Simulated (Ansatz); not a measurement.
Reaction (homolysis of the S–S bond): `FSSF` → 2 `F[S]`•

Gas-phase electronic energies from Ansatz, PBE0-D4/def2-TZVP geometries. CBS: def2 TZ/QZ extrapolation, frozen cores. DFT in def2-TZVPP. No spin–orbit coupling; open shells (•) take unrestricted orbitals. One conformer a species, not always the lowest.

| level | ΔE (kcal/mol) |
| --- | --- |
| LDA (SPW92) | 103.2 |
| r2SCANh-D4 | 82.1 |
| r2SCAN0-D4 | 78.6 |
| revPBE | 80.5 |
| r2SCAN0 | 78.2 |
| CCSD/def2-SVP | 55.2 |
| SCS-MP2/def2-TZVPP | 74.7 |
| CCSD/CBS(def2) | 74.6 |

Task: What does CCSD(T)/CBS give? (Estimate.)

Result: The calculation gave: +80.2 kcal/mol. The listed levels differ from it by 23.0, 1.9, -1.6, 0.3, -2.0, -25.0, -5.5, -5.6 kcal/mol.

Largest T1 diagnostic among the species: 0.019.

At CCSD(T), def2-SVP lies −21.5 kcal/mol from the extrapolated value and def2-TZVPP −7.1 kcal/mol: correlation converges slowly with the basis, and small sets miss more of it in the bonded molecule than in its fragments. Leaving LDA and LC-ωPBE aside and taking each functional with its dispersion term where it has one, the values, not all of them listed here, spread over 18.3 kcal/mol, from BHLYP-D4 to PBE-D4. LDA lies +17.0 kcal/mol from PBE without D4, its usual overbinding. From r2SCAN to r2SCAN0 (25 % exact exchange), in def2-TZVPP and without D4, ΔE moves by −5.9 kcal/mol: exact exchange takes away binding that semilocal exchange gives to molecules.
